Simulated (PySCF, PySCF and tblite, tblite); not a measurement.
# C₆H₅F: telling isomers apart by computed NMR

Can the signals of one isomer of C₆H₅F be assigned among several candidates?

Computed with tblite 0.8.0 (tight binding) and PySCF 2.14.0 (DFT, with response routines of our own); each step states its level. Atoms count from 0 throughout.

## 1. The molecule as given

12 atoms, charge 0, multiplicity 1; geometry from: MMFF94s geometry. This is the first candidate.

Bonds of the start (Å): C0–C1 1.35, C0–H7 1.09, C0–H8 1.08, C1–C2 1.45, C1–C6 1.44, C2–C3 1.36, C2–H9 1.07, C3–C4 1.43, C3–H10 1.09, C4–C6 1.34, C4–F5 1.34, C6–H11 1.07.

## 2. GFN2-xTB relaxation, isomer A, conformer 1

Job settings and geometry (Å):

```
{"job": {"xc": "GFN2-xTB", "basis": "xTB", "kind": "relax"}, "charge": 0, "multiplicity": 1}
C      2.011600     0.103300    -0.073400
C      0.666300     0.035100    -0.034800
C     -0.097300    -1.191500     0.121500
C     -1.400400    -0.814000     0.112500
C     -1.470100     0.612000    -0.010500
F     -2.628000     1.292000    -0.052500
C     -0.245600     1.152200    -0.111100
H      2.517900     1.063300    -0.177200
H      2.627300    -0.785400    -0.002700
H      0.283700    -2.188300     0.208900
H     -2.262400    -1.466200     0.208500
H     -0.001700     2.186700    -0.215400
```

The run is started by

```bash
OMP_NUM_THREADS=1 python ens_run.py task.json out
```

This one command runs the whole study; its stages follow in the order run.

Log:

```text
step      E/eV     max force
  0    -545.75431    1.770
  1    -545.79214    1.025
  2    -545.80261    0.260
  3    -545.80569    0.186
  4    -545.80861    0.148
  5    -545.81046    0.116
  6    -545.81104    0.062
  7    -545.81142    0.048
  8    -545.81168    0.043
  9    -545.81181    0.030
 10    -545.81181    0.030
 11    -545.81185    0.021
 12    -545.81188    0.016
 13    -545.81190    0.015
 14    -545.81193    0.013
 15    -545.81195    0.012
 16    -545.81196    0.010
 17    -545.81197    0.007
 18    -545.81197    0.006
 19    -545.81198    0.005
 20    -545.81198    0.005
 21    -545.81198    0.005
 22    -545.81199    0.006
 23    -545.81199    0.005
 24    -545.81199    0.005
 25    -545.81200    0.005
 26    -545.81200    0.003
```

Run time: 0.23 s. Hardware: 1 thread of Intel Xeon Platinum 8259CL at 2.50GHz, shared host.

The energy fell by 0.058 eV, and the atoms moved 0.02 Å (root mean square).

## 3. Shieldings, isomer A, conformer 1: KT3/pcSseg-1 in chloroform

Job settings and geometry (Å):

```
{"job": {"xc": "KT3", "basis": "pcSseg-1", "solvent": "chloroform", "kind": "nmr", "pop": true}, "charge": 0, "multiplicity": 1}
C      2.021467     0.106089    -0.072098
C      0.689122     0.037653    -0.026054
C     -0.118339    -1.177381     0.117010
C     -1.415613    -0.830706     0.121369
C     -1.482287     0.616046    -0.018976
F     -2.646158     1.275539    -0.049506
C     -0.252895     1.149696    -0.107683
H      2.535784     1.046397    -0.179912
H      2.632663    -0.778288    -0.003136
H      0.298750    -2.162619     0.200983
H     -2.278078    -1.464013     0.209197
H      0.016783     2.180900    -0.217221
```

Log:

```text
coarse grid: 10704 points
cycle   1  E = -336.2778488760  dE =  1.036e+00  |g| = 6.560e-01  |ddm| = 3.441e+00
cycle   2  E = -336.1797170213  dE =  9.813e-02  |g| = 9.754e-01  |ddm| = 1.517e+00
cycle   3  E = -336.3567930006  dE = -1.771e-01  |g| = 1.796e-01  |ddm| = 9.777e-01
cycle   4  E = -336.3645891151  dE = -7.796e-03  |g| = 5.962e-02  |ddm| = 2.000e-01
cycle   5  E = -336.3653697528  dE = -7.806e-04  |g| = 3.040e-02  |ddm| = 7.755e-02
cycle   6  E = -336.3656216829  dE = -2.519e-04  |g| = 6.031e-03  |ddm| = 2.829e-02
cycle   7  E = -336.3656286592  dE = -6.976e-06  |g| = 3.331e-03  |ddm| = 7.650e-03
cycle   8  E = -336.3656314949  dE = -2.836e-06  |g| = 5.275e-04  |ddm| = 3.494e-03
final grid: 105712 points
cycle   9  E = -336.4016493306  dE = -1.635e-04  |g| = 2.435e-02  |ddm| = 9.204e-02
cycle  10  E = -336.4014018791  dE =  2.475e-04  |g| = 4.597e-02  |ddm| = 6.313e-02
cycle  11  E = -336.4017331982  dE = -3.313e-04  |g| = 3.342e-03  |ddm| = 4.555e-02
cycle  12  E = -336.4017361368  dE = -2.939e-06  |g| = 7.536e-04  |ddm| = 3.579e-03
cycle  13  E = -336.4017362537  dE = -1.169e-07  |g| = 2.233e-04  |ddm| = 8.589e-04
cycle  14  E = -336.4017362621  dE = -8.446e-09  |g| = 1.265e-04  |ddm| = 3.084e-04
cycle  15  E = -336.4017362668  dE = -4.621e-09  |g| = 2.830e-05  |ddm| = 1.242e-04
cycle  16  E = -336.4017362670  dE = -1.849e-10  |g| = 1.278e-05  |ddm| = 3.132e-05
converged SCF energy = -336.4017362670

GIAO shielding tensors (ppm)
atom      isotropic    diamagn.    paramagn.     s11        s22        s33       span
  0 C       60.404     251.037    -190.633    -23.067     44.543    159.735    182.802
  1 C       42.284     258.790    -216.506    -49.680     30.128    146.403    196.083
  2 C       65.631     249.342    -183.711    -23.332     70.952    149.273    172.605
  3 C       64.045     253.971    -189.926    -19.787     71.123    140.800    160.587
  4 C       16.983     252.993    -236.010    -52.867     49.271     54.543    107.410
  5 F      285.715     473.235    -187.519    200.528    266.673    389.944    189.416
  6 C       90.700     250.890    -160.189     25.179     98.138    148.785    123.606
  7 H       25.590      29.831      -4.241     23.491     24.300     28.978      5.487
  8 H       25.647      29.870      -4.223     23.364     24.642     28.936      5.573
  9 H       25.580      32.854      -7.274     24.560     25.283     26.897      2.337
 10 H       25.369      30.920      -5.551     24.316     24.842     26.949      2.633
 11 H       26.198      32.682      -6.484     24.564     25.760     28.270      3.706
```

Run time: 23 s. Hardware: 1 thread of Intel Xeon Platinum 8259CL at 2.50GHz, shared host.

Key values: HOMO -5.46 eV, LUMO -2.78 eV; dipole 2.30 D.

The fields below are evaluated on a grid from the run's orbitals.

Frontier orbitals at KT3/pcSseg-1, with the share of their density that lies nearest to each atom:

```
orbital  energy (eV)                                                     lies on
   HOMO        -5.46                                   C6 33 %; C2 23 %; C4 17 %
   LUMO        -2.78  C0 27 %; C2, C3, C4 about 12 % each; C1, C6 about 9 % each
```

ELF in a plane through or near 12 of the atoms.

Ten even steps from ' ' (0.00) to '@' (1.00):
```
                                                        
                                                        
                                                        
                      ..++##**--                        
                      ##@@@@@@@@..    ..::..            
            ::::      ##@@@@@@@@::    ++**++::          
        ==@@@@@@%%    ::%%@@%%**--..::##%%%%**--        
        %%@@@@@@@@--  ..++==##::%%++==####--##++..      
        ++%%@@@@@@++====%%%%--++****++**##%%##==        
        ..--####----%%::::**==::==--====..::::..        
        ::**%%@@--==%%::--##==::++##%%++..              
      ..%%@@@@@@@@==--==@@%%--**++##..####**::          
        %%@@@@@@@@..  ::**--==::%%==##@@@@@@@@==        
        --%%@@@@==    **@@@@##++====%%@@@@@@@@--        
                    ::@@@@@@@@##    ..%%@@%%--          
                    ::@@@@@@@@**        ....            
                      --####==..                        
                                                        
                                                        
                                                        
```
The map spans 10.4 Å across and 9.6 Å up, centred on the molecule. Atoms in the plane (x, y in Å): C0 (-2.0, 0.1), C1 (-0.7, 0.0), C2 (0.1, -1.2), C3 (1.4, -0.8), C4 (1.5, 0.7), F5 (2.6, 1.3), C6 (0.2, 1.2), H7 (-2.6, 1.0), H8 (-2.6, -0.8), H9 (-0.2, -2.2), H10 (2.3, -1.4), H11 (-0.1, 2.2).

log10 of the density (e/Å³) in the same plane.

Ten even steps from '0' (-4.0) to '9' (2.6):
```
0000000000000000000000000000
0000000000000000000000000000
0000000000011211100000000000
0000000001123333211111000000
0000011112234444323333220000
0000122222345665434454432000
0001234443345666555676543100
0012345554445686666797653100
0012345665556666697666543100
0012345676666655666554432000
0012345666666655666543321000
0012446665556666687654321000
0012345554455676666665331000
0001234433346666555554321000
0000112222345655434433220000
0000001112344444322222110000
0000000001123332211110000000
0000000000011111100000000000
0000000000000000000000000000
0000000000000000000000000000
```
The map spans 10.4 Å across and 9.6 Å up, centred on the molecule. Atoms in the plane (x, y in Å): C0 (-2.0, 0.1), C1 (-0.7, 0.0), C2 (0.1, -1.2), C3 (1.4, -0.8), C4 (1.5, 0.7), F5 (2.6, 1.3), C6 (0.2, 1.2), H7 (-2.6, 1.0), H8 (-2.6, -0.8), H9 (-0.2, -2.2), H10 (2.3, -1.4), H11 (-0.1, 2.2).

On the surface of density 0.002 e/bohr³ the electrostatic potential runs, from the 1st to the 99th percentile, from -0.79 V near F5 to 1.15 V near H8.

## 4. Single-point energy, isomer A, conformer 1: B3LYP/def2-TZVP in chloroform

Changed since step 3:

```diff
@@ -1,2 +1,2 @@
-{"job": {"xc": "KT3", "basis": "pcSseg-1", "solvent": "chloroform", "kind": "nmr", "pop": true}, "charge": 0, "multiplicity": 1}
+{"job": {"xc": "B3LYP", "basis": "def2-TZVP", "solvent": "chloroform", "kind": "sp"}, "charge": 0, "multiplicity": 1}
 C      2.021467     0.106089    -0.072098
```

Log:

```text
coarse grid: 10704 points
cycle   1  E = -331.5066490301  dE =  1.167e+00  |g| = 5.646e-01  |ddm| = 3.465e+00
cycle   2  E = -331.4679446315  dE =  3.870e-02  |g| = 7.325e-01  |ddm| = 2.047e+00
cycle   3  E = -331.5677678745  dE = -9.982e-02  |g| = 1.147e-01  |ddm| = 1.153e+00
cycle   4  E = -331.5705077713  dE = -2.740e-03  |g| = 4.703e-02  |ddm| = 1.347e-01
cycle   5  E = -331.5710057787  dE = -4.980e-04  |g| = 1.758e-02  |ddm| = 5.834e-02
cycle   6  E = -331.5710774808  dE = -7.170e-05  |g| = 3.658e-03  |ddm| = 1.921e-02
cycle   7  E = -331.5710804283  dE = -2.948e-06  |g| = 1.304e-03  |ddm| = 4.250e-03
final grid: 105712 points
cycle   8  E = -331.5652116694  dE = -6.193e-05  |g| = 5.719e-03  |ddm| = 1.044e-01
cycle   9  E = -331.5652072314  dE =  4.438e-06  |g| = 7.384e-03  |ddm| = 1.177e-02
cycle  10  E = -331.5652185558  dE = -1.132e-05  |g| = 1.230e-03  |ddm| = 1.028e-02
cycle  11  E = -331.5652188229  dE = -2.671e-07  |g| = 3.246e-04  |ddm| = 2.571e-03
cycle  12  E = -331.5652188428  dE = -1.988e-08  |g| = 1.760e-04  |ddm| = 3.385e-04
cycle  13  E = -331.5652188499  dE = -7.126e-09  |g| = 3.079e-05  |ddm| = 1.676e-04
cycle  14  E = -331.5652188501  dE = -1.897e-10  |g| = 1.306e-05  |ddm| = 3.327e-05
converged SCF energy = -331.5652188501
```

Run time: 20 s. Hardware: 1 thread of Intel Xeon Platinum 8259CL at 2.50GHz, shared host.

This run: HOMO -6.29 eV, LUMO -2.14 eV; dipole 2.44 D.

## 5. The ensemble, isomer A: properties at KT3/pcSseg-1 in chloroform

Job settings and geometry (Å):

```
{"job": {"study": "conf", "smiles": "C=C1C=CC(F)=C1", "search": {"seed": 8287, "n_embed": 45, "ff_keep": 10, "window": 2.5, "nmax": 5, "temps": [250, 298.15, 350], "t_ref": 298.15, "order": 0.001}, "level": {"nmr": {"xc": "KT3", "basis": "pcSseg-1", "solvent": "chloroform"}, "sp": {"xc": "B3LYP", "basis": "def2-TZVP", "solvent": "chloroform"}}, "kind": "conf"}, "charge": 0, "multiplicity": 1}
C      2.021467     0.106089    -0.072098
C      0.689122     0.037653    -0.026054
C     -0.118339    -1.177381     0.117010
C     -1.415613    -0.830706     0.121369
C     -1.482287     0.616046    -0.018976
F     -2.646158     1.275539    -0.049506
C     -0.252895     1.149696    -0.107683
H      2.535784     1.046397    -0.179912
H      2.632663    -0.778288    -0.003136
H      0.298750    -2.162619     0.200983
H     -2.278078    -1.464013     0.209197
H      0.016783     2.180900    -0.217221
```

Log:

```text
conformer  sym    E(xTB)   E(DFT)   G(298.15 K)  weight  dipole/D
    1     Cs      0.000    0.000    0.000   1.0000    2.439

mean shielding (ppm) by class
class atoms           250 K   298.15 K      350 K
  0 C  0             60.404     60.404     60.404
  1 C  1             42.284     42.284     42.284
  2 C  2             65.631     65.631     65.631
  3 C  3             64.045     64.045     64.045
  4 C  4             16.983     16.983     16.983
  5 F  5            285.715    285.715    285.715
  6 C  6             90.701     90.701     90.701
  7 H  7              25.59      25.59      25.59
  8 H  8             25.647     25.647     25.647
  9 H  9              25.58      25.58      25.58
 10 H  10            25.369     25.369     25.369
 11 H  11            26.198     26.198     26.198
```

Wall time 44 s (1 thread of Intel Xeon Platinum 8259CL at 2.50GHz, shared host). This counts the runs that the step sums up.

The search (ETKDG and KDG, MMFF94s, GFN2-xTB) embedded 45 structures, kept 1 distinct ones after the force field and 1 after xTB; 1 was carried on (window 2.5 kcal/mol at the search's own energies). Energies: B3LYP/def2-TZVP in chloroform with D3(BJ).

Conformer by conformer (298 K):

| no. | group | mirror pair | ΔE xTB | ΔE DFT | ΔG | weight (%) | μ (D) | A, B, C (GHz) |
| --- | --- | --- | --- | --- | --- | --- | --- | --- |
| 1 | Cs | no | 0.00 | 0.00 | 0.00 | 100.0 | 2.44 | 6.93, 2.10, 1.61 |

Energies in kcal/mol. ΔG holds xTB vibrations and rotation, symmetry numbers and mirror pairs.

Shifts against references run at the same level ($^{1}$H TMS 31.75, $^{13}$C TMS 185.3 ppm of shielding), by class of atoms, at 298 K:

| atoms | environment | average |
| --- | --- | --- |
| C4 | fully substituted alkene carbon | 168.3 |
| C1 | fully substituted alkene carbon | 143.0 |
| C0 | terminal =CH2 carbon | 124.9 |
| C3 | alkene CH | 121.3 |
| C2 | alkene CH | 119.7 |
| C6 | alkene CH | 94.6 |
| H10 | hydrogen on an alkene CH | 6.38 |
| H9 | hydrogen on an alkene CH | 6.17 |
| H7 | hydrogen on a terminal =CH2 carbon | 6.16 |
| H8 | hydrogen on a terminal =CH2 carbon | 6.10 |
| H11 | hydrogen on an alkene CH | 5.55 |
| F5 | vinylic fluorine | 285.7 (σ) |

Effective distances for nuclear Overhauser effects, ⟨r⁻⁶⟩^(−1/6) over all pairs of two classes (Å): H7···H8 1.84; H9···H10 2.67; H8···H9 2.72; H7···H11 2.76; H7···H9 3.93; H8···H11 3.96.

## 6. GFN2-xTB relaxation, isomer B, conformer 1

Job settings and geometry (Å):

```
{"job": {"xc": "GFN2-xTB", "basis": "xTB", "kind": "relax"}, "charge": 0, "multiplicity": 1}
F      2.686000     1.136700    -0.024400
C      1.962700    -0.000500    -0.020700
C      0.645200    -0.020000    -0.001300
C     -0.204500    -1.189100     0.000200
C     -1.475500    -0.763600     0.018700
C     -1.493300     0.688800    -0.002900
C     -0.225400     1.150200    -0.013600
H      2.626200    -0.860800    -0.002900
H      0.138100    -2.223500     0.016500
H     -2.365900    -1.377100     0.024800
H     -2.388700     1.286800    -0.002500
H      0.096300     2.171400    -0.018000
```

Log:

```text
step      E/eV     max force
  0    -545.74809    1.516
  1    -545.76878    0.849
  2    -545.77779    0.242
  3    -545.78015    0.140
  4    -545.78242    0.099
  5    -545.78289    0.065
  6    -545.78318    0.059
  7    -545.78350    0.050
  8    -545.78380    0.046
  9    -545.78398    0.042
 10    -545.78412    0.045
 11    -545.78425    0.045
 12    -545.78442    0.041
 13    -545.78461    0.048
 14    -545.78477    0.044
 15    -545.78492    0.035
 16    -545.78492    0.035
 17    -545.78498    0.028
 18    -545.78508    0.020
 19    -545.78510    0.016
 20    -545.78513    0.017
 21    -545.78517    0.022
 22    -545.78520    0.016
 23    -545.78521    0.008
 24    -545.78522    0.009
 25    -545.78523    0.008
 26    -545.78524    0.009
 27    -545.78525    0.011
 28    -545.78527    0.011
 29    -545.78528    0.016
 30    -545.78529    0.009
 31    -545.78530    0.007
 32    -545.78530    0.005
 33    -545.78530    0.003
```

It took 0.22 s on 1 thread of Intel Xeon Platinum 8259CL at 2.50GHz, shared host.

Relaxing gained 0.037 eV and moved the atoms by 0.03 Å on average (rms).

## 7. Shieldings, isomer B, conformer 1: KT3/pcSseg-1 in chloroform

Job settings and geometry (Å):

```
{"job": {"xc": "KT3", "basis": "pcSseg-1", "solvent": "chloroform", "kind": "nmr", "pop": false}, "charge": 0, "multiplicity": 1}
F      2.713417     1.114273    -0.025925
C      1.986320    -0.004652    -0.012661
C      0.651704     0.003566    -0.006042
C     -0.202826    -1.180767     0.008798
C     -1.480966    -0.764680     0.012344
C     -1.508054     0.690693    -0.000308
C     -0.246564     1.154691    -0.011118
H      2.603703    -0.893060    -0.007578
H      0.167885    -2.187533     0.015794
H     -2.361718    -1.380474     0.022787
H     -2.410939     1.273614    -0.000773
H      0.089237     2.173642    -0.021344
```

Log:

```text
coarse grid: 10704 points
cycle   1  E = -336.2582572156  dE =  1.062e+00  |g| = 7.034e-01  |ddm| = 3.448e+00
cycle   2  E = -335.9687176748  dE =  2.895e-01  |g| = 1.300e+00  |ddm| = 1.738e+00
cycle   3  E = -336.3459747123  dE = -3.773e-01  |g| = 2.725e-01  |ddm| = 1.282e+00
cycle   4  E = -336.3658802802  dE = -1.991e-02  |g| = 9.160e-02  |ddm| = 3.570e-01
cycle   5  E = -336.3678433743  dE = -1.963e-03  |g| = 3.489e-02  |ddm| = 1.094e-01
cycle   6  E = -336.3681136747  dE = -2.703e-04  |g| = 5.741e-03  |ddm| = 3.079e-02
cycle   7  E = -336.3681175967  dE = -3.922e-06  |g| = 3.716e-03  |ddm| = 7.885e-03
cycle   8  E = -336.3681211567  dE = -3.560e-06  |g| = 3.515e-04  |ddm| = 3.810e-03
final grid: 105712 points
cycle   9  E = -336.4043152398  dE = -1.607e-04  |g| = 2.530e-02  |ddm| = 9.547e-02
cycle  10  E = -336.4039943158  dE =  3.209e-04  |g| = 4.996e-02  |ddm| = 6.628e-02
cycle  11  E = -336.4044046939  dE = -4.104e-04  |g| = 5.080e-03  |ddm| = 4.948e-02
cycle  12  E = -336.4044120033  dE = -7.309e-06  |g| = 8.409e-04  |ddm| = 4.802e-03
cycle  13  E = -336.4044120935  dE = -9.017e-08  |g| = 4.927e-04  |ddm| = 1.174e-03
cycle  14  E = -336.4044121622  dE = -6.877e-08  |g| = 1.036e-04  |ddm| = 5.238e-04
cycle  15  E = -336.4044121648  dE = -2.542e-09  |g| = 3.439e-05  |ddm| = 1.098e-04
cycle  16  E = -336.4044121651  dE = -2.908e-10  |g| = 5.936e-06  |ddm| = 3.075e-05
converged SCF energy = -336.4044121651

GIAO shielding tensors (ppm)
atom      isotropic    diamagn.    paramagn.     s11        s22        s33       span
  0 F      243.924     472.337    -228.413    125.301    213.412    393.058    267.757
  1 C       28.869     246.460    -217.591    -31.883     43.652     74.839    106.722
  2 C       58.467     260.071    -201.605    -18.764     58.993    135.173    153.937
  3 C       69.023     247.347    -178.324    -17.889     71.214    153.746    171.635
  4 C       59.197     250.864    -191.667    -27.251     57.640    147.204    174.455
  5 C       58.763     250.842    -192.080    -26.412     56.866    145.834    172.246
  6 C       74.193     246.556    -172.363    -13.795     75.585    160.789    174.584
  7 H       24.099      29.219      -5.120     20.569     24.788     26.939      6.370
  8 H       25.499      32.564      -7.065     24.414     25.728     26.354      1.940
  9 H       25.263      31.185      -5.921     24.129     24.454     27.207      3.078
 10 H       25.161      31.101      -5.940     23.874     24.509     27.100      3.226
 11 H       25.067      32.286      -7.219     23.023     25.194     26.985      3.962
```

Run time: 15 s. Hardware: 1 thread of Intel Xeon Platinum 8259CL at 2.50GHz, shared host.

This run: HOMO -5.43 eV, LUMO -2.65 eV; dipole 1.24 D.

## 8. Single-point energy, isomer B, conformer 1: B3LYP/def2-TZVP in chloroform

Changed since step 7:

```diff
@@ -1,2 +1,2 @@
-{"job": {"xc": "KT3", "basis": "pcSseg-1", "solvent": "chloroform", "kind": "nmr", "pop": false}, "charge": 0, "multiplicity": 1}
+{"job": {"xc": "B3LYP", "basis": "def2-TZVP", "solvent": "chloroform", "kind": "sp"}, "charge": 0, "multiplicity": 1}
 F      2.713417     1.114273    -0.025925
```

Log:

```text
coarse grid: 10704 points
cycle   1  E = -331.4851461243  dE =  1.194e+00  |g| = 6.209e-01  |ddm| = 3.146e+00
cycle   2  E = -331.3341457274  dE =  1.510e-01  |g| = 1.022e+00  |ddm| = 1.298e+00
cycle   3  E = -331.5668738355  dE = -2.327e-01  |g| = 1.363e-01  |ddm| = 7.910e-01
cycle   4  E = -331.5706687617  dE = -3.795e-03  |g| = 6.712e-02  |ddm| = 2.305e-01
cycle   5  E = -331.5715964254  dE = -9.277e-04  |g| = 1.918e-02  |ddm| = 8.804e-02
cycle   6  E = -331.5716694600  dE = -7.303e-05  |g| = 4.129e-03  |ddm| = 1.544e-02
cycle   7  E = -331.5716732011  dE = -3.741e-06  |g| = 1.051e-03  |ddm| = 3.619e-03
final grid: 105712 points
cycle   8  E = -331.5661003859  dE = -6.895e-05  |g| = 5.026e-03  |ddm| = 1.141e-01
cycle   9  E = -331.5660988318  dE =  1.554e-06  |g| = 5.776e-03  |ddm| = 8.796e-03
cycle  10  E = -331.5661058346  dE = -7.003e-06  |g| = 1.152e-03  |ddm| = 4.787e-03
cycle  11  E = -331.5661060246  dE = -1.900e-07  |g| = 3.001e-04  |ddm| = 1.894e-03
cycle  12  E = -331.5661060399  dE = -1.530e-08  |g| = 1.038e-04  |ddm| = 4.052e-04
cycle  13  E = -331.5661060422  dE = -2.346e-09  |g| = 3.951e-05  |ddm| = 9.240e-05
cycle  14  E = -331.5661060426  dE = -3.892e-10  |g| = 7.130e-06  |ddm| = 2.832e-05
converged SCF energy = -331.5661060426
```

It took 20 s on 1 thread of Intel Xeon Platinum 8259CL at 2.50GHz, shared host.

In short: HOMO -6.25 eV, LUMO -2.03 eV; dipole 1.26 D.

[end of part 1 of 3]
